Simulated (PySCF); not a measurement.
**Identify the compound**

The spectra below were simulated for a compound C₃H₄O.

$^{1}$H NMR (400 MHz, computed): δ 4.79 (d, J = 3.6 Hz, 2H), 1.85 (t, J = 3.6 Hz, 1H), 0.19 (br s, 1H).

$^{13}$C{$^{1}$H} NMR (computed): δ 85.6 (C), 81.3 (CH), 55.5 (CH2).

How the numbers were obtained: B3LYP/pcJ-1 coupling constants, geometry: GFN2-xTB, σ from GIAO-PBE0/pcSseg-1, in PySCF 2.14 (relativity neglected, one averaged value for each set of equivalent atoms, one computed conformer, gas phase).

Shifts are taken against calculated references (same method and geometry level): $^{1}$H (31.72 ppm), $^{13}$C (186.93 ppm) against TMS.

Q: Deduce the structure.

A: 
1. The formula gives 2 degrees of unsaturation (no ring in the answer).
2. 3 carbon signals for 3 carbons: no two carbons are equivalent.
3. Carbon types of the structure: 1 × C, 1 × CH, 1 × CH2, leaving 1 H on heteroatoms.
4. δC 85.6: alkyne carbon; the triple bond shields along its axis, which puts it between sp3 and sp2 carbons.
5. δC 81.3: terminal alkyne carbon; sp carbons lie upfield of alkene carbons because the cylindrical π system leaves one tensor component strongly shielded.
6. δC 55.5: propargylic sp3 CH2 bonded to O; the inductive effect lowers its shielding.
7. δH 4.79: hydrogen on a propargylic sp3 CH2 bonded to O; its carbon carries O, an electronegative neighbour.
8. δH 1.85: hydrogen on a terminal alkyne carbon; it lies on the axis of the triple bond, in its shielding cone.
9. δH 0.19: hydrogen on an alcohol oxygen; labile proton, position sensitive to the medium.

Structure: propargyl alcohol.

OH and NH positions are those of a molecule without intermolecular hydrogen bonds; in solution they move with solvent, concentration and temperature, and exchange usually removes their couplings. Multiplet labels drop couplings under 1 Hz and merge nearly equal ones. Shifts are as computed. Against solution values, carbons near 30 ppm lie about +3 ppm off and those near 130 ppm about +5 ppm. Of 1211 compounds with measured shifts, 218 miss one by over three times the rms of a fit or turn the order of signals round; such compounds aren't used in these exercises. Couplings to exchangeable protons are dropped.
